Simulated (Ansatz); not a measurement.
in.yaml

```yaml
crystal:
  periodic: [false, false, false]
  atoms:
    - {symbol: Si, position_ang: [0.000000, 0.000000, -1.901099]}
    - {symbol: B, position_ang: [0.000000, 0.000000, -0.005951]}
    - {symbol: H, position_ang: [0.000000, 0.000000, 1.907049]}
basis:
  gaussian: {orbitals: 6-31G}
magnetization: {spin_polarized: true, initial_magnetization: 0}
hamiltonian: {xc: {name: B3LYP}}
```

```sh
$ ansatz run in.yaml --threads 1 --pin off --events-out ev --progress --plain --max-ram 2393MiB
```

The program prints:

```
298 factors; integrals over basis functions are off by at most 2.2e-4 eV
mean field evaluation 1: about -8562.5780 eV, gradient 3.5e0 eV
mean field evaluation 2: about -8562.5938 eV, gradient 3.4e0 eV
mean field evaluation 4: about -8562.7001 eV, gradient 1.4e-1 eV
mean field evaluation 8: about -8562.7122 eV, gradient 2.4e-2 eV
mean field evaluation 16: about -8562.8127 eV, gradient 6.3e-1 eV
mean field evaluation 32: about -8562.6741 eV, gradient 4.1e-1 eV
mean field evaluation 64: about -8563.3047 eV, gradient 3.5e-2 eV
mean field -8563.30470744 eV, -314.6956435820 hartree, gradient 1.5e-5 eV, S^2 1.000000; 8 other end points of the search recorded, 0 dependent functions left out
reference -8563.30488465 eV, -314.6956500944 hartree; 10, 10 occupied and 14, 14 virtual orbitals, 298 factors
Total energy: -8563.30488465 eV, -314.6956500944 hartree
```

Ran on 1 thread of Arm Neoverse V2, shared host: 2.3 s wall, 0.08 GiB peak host memory.
